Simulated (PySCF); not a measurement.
# C4H4N2: the cost of one run

Programs: PySCF 2.14.0, with routines of our own; each step states its level. All values are computed. Atoms count from 0.

## 1. The starting structure

10 atoms, charge 0, multiplicity 1; geometry from: GFN2-xTB.

## 2. Excited states: TDA wB97X-D/def2-SVP

The job: settings as JSON, then the geometry in Å.

```
{"job": {"kind": "states", "xc": "wB97X-D", "basis": "def2-SVP", "tda": true, "soc": true, "nstates": 5, "ntriplets": 5, "nquad": 4}, "charge": 0, "multiplicity": 1}
N     -1.954074     1.912933     0.467403
C     -1.571968     0.873327     0.192431
C     -1.072526    -0.437030    -0.163190
C      0.384271    -0.396142    -0.331528
N      1.362807    -0.754620    -1.027786
C      1.653482     0.068333     0.198188
H     -1.317051    -1.132323     0.649526
H     -1.555356    -0.780511    -1.084203
H      2.113416    -0.441259     1.034800
H      1.965881     1.091946     0.041831
```

With the program's defaults for keys left out, this is: TDA wB97X-D/def2-SVP excited states, vertical, gas phase, spin-orbit mean-field couplings.

On the command line:

```sh
OMP_NUM_THREADS=1 python excited_run.py task.json out
```

This one command runs all jobs of the session in turn.

Q: Estimate the wall time and peak memory of this first job on 1 thread of Arm Neoverse V1, shared host.

About 8.7 s, with a peak of 0.5 GiB.
